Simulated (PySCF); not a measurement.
What PySCF settings do for AlS

Base input, run as `python input.py` with PySCF 2.14:

```python
from pyscf import gto, scf
from pyscf.geomopt.geometric_solver import optimize

mol = gto.M(
    atom='Al 0 0 0; S 0 0 2.256',
    basis='cc-pvdz-dk',
    charge=0,
    spin=1,
    verbose=4,
)
mf = scf.UHF(mol)
mf = mf.sfx2c1e()
mf = mf.density_fit(auxbasis='def2-universal-jkfit')
mf.kernel()
mol_eq = optimize(mf, maxsteps=30)
print('optimised geometry (angstrom)')
print(mol_eq.tostring('raw'))
print('orbital energies (hartree):', [e[max(0, n-3):n+3].round(4) for e, n in zip(mf.mo_energy, mol.nelec)])
```

Base result: E(SCF) = -640.960203 Eh, 14 cycles, ⟨S²⟩ = 0.810, all at the start geometry; optimised bond 2.043 Å with E = -640.969481 Eh after 7 steps. The last line lists the levels of the start geometry. No search for the lowest solution was made.

Wall time 3.9 s on one thread of a shared host.

Each row names what differs from the base; energies in brackets are changes from the base.

| change | result |
| --- | --- |
| convergence threshold: default → 0.001 [unsound on purpose] | E(SCF) = -640.959968 Eh (+0.0064 eV), 5 cycles, ⟨S²⟩ = 0.800, all at the start geometry; optimised bond 2.044 Å with E = -640.969480 Eh after 14 steps |
| DIIS space: default → 2 | E(SCF) = -640.960203 Eh (+0.0000 eV), 29 cycles, ⟨S²⟩ = 0.810, all at the start geometry; optimised bond 2.043 Å with E = -640.969481 Eh after 7 steps |
| spin (2S): 1 → 5 [a high spin state] | E(SCF) = -640.794988 Eh (+4.4957 eV), 10 cycles, ⟨S²⟩ = 8.760, all at the start geometry; optimised bond 2.699 Å with E = -640.812785 Eh after 7 steps |
| charge: 0 → 1; spin (2S): 1 → 0 [another spin of the ion may lie lower] | E(SCF) = -640.612850 Eh (+9.4520 eV), 14 cycles, all at the start geometry; optimised bond 2.049 Å with E = -640.620002 Eh after 7 steps |
| cycle limit: 50 → 1 [unsound on purpose] | the SCF does not converge, then it stops with RuntimeError (Nuclear gradients of <pyscf.scf.hf.DFsfX2C1eUHF_Scanner object> not converged) after the SCF |
| geometry: bond 2.256 → bond 2.414 | E(SCF) = -640.948439 Eh (+0.3201 eV), 14 cycles, ⟨S²⟩ = 0.815, all at the start geometry; optimised bond 2.043 Å with E = -640.969481 Eh after 7 steps |
| spin-free X2C: on → off [unsound on purpose] | E(SCF) = -639.108120 Eh, 14 cycles, ⟨S²⟩ = 0.810, all at the start geometry; optimised bond 2.043 Å with E = -639.117622 Eh after 7 steps |
| PCM solvent, dielectric constant: none → 20.5; step after the SCF: optimize → analyze | E(SCF) = -640.984410 Eh (-0.6587 eV), 13 cycles, ⟨S²⟩ = 0.787, μz(SCF) = -8.36 D |
| basis set: cc-pvdz-dk → x2c-svpall | E(SCF) = -640.730167 Eh (+6.2596 eV), 14 cycles, ⟨S²⟩ = 0.808, all at the start geometry; optimised bond 2.016 Å with E = -640.743313 Eh after 8 steps |
| geometry: bond 2.256 → bond 0 [unsound on purpose] | stops with RuntimeError (Ill geometry) |
| step after the SCF: optimize → gradient | E(SCF) = -640.960203 Eh (+0.0000 eV), 14 cycles, ⟨S²⟩ = 0.810, μz(SCF) = -4.54 D, gradient on the second atom 0.0357 Eh/bohr |
| step after the SCF: optimize → eomip; frozen orbitals: default → 10; number of roots: default → 6 | E(SCF) = -640.960203 Eh (+0.0000 eV), 14 cycles, E(CCSD) − E(SCF) = -0.18632 Eh, ⟨S²⟩ = 0.810, μz(SCF) = -4.54 D, ionisation roots 8.492, 8.492, 8.735, 8.735, 9.318, 10.856 eV |
| PCM solvent, dielectric constant: none → 2.27; step after the SCF: optimize → analyze | E(SCF) = -640.971733 Eh (-0.3137 eV), 14 cycles, ⟨S²⟩ = 0.801, μz(SCF) = -6.38 D |
| functional: none (Hartree–Fock) → lda,vwn; SCF type: UHF → UKS; step after the SCF: optimize → analyze | E(SCF) = -639.695372 Eh, 13 cycles, ⟨S²⟩ = 0.752, μz(SCF) = -3.68 D |
| functional: none (Hartree–Fock) → scan; SCF type: UHF → UKS; step after the SCF: optimize → analyze | E(SCF) = -642.175605 Eh, 12 cycles, ⟨S²⟩ = 0.764, μz(SCF) = -4.04 D |

Problem. Order these changes by how far they move the SCF energy from the base, largest first: (1) PCM solvent, dielectric constant: none → 2.27; step after the SCF: optimize → analyze; (2) PCM solvent, dielectric constant: none → 20.5; step after the SCF: optimize → analyze; (3) geometry: bond 2.256 → bond 2.414.

Solution. (2) -0.6587 eV, (3) +0.3201 eV, (1) -0.3137 eV.
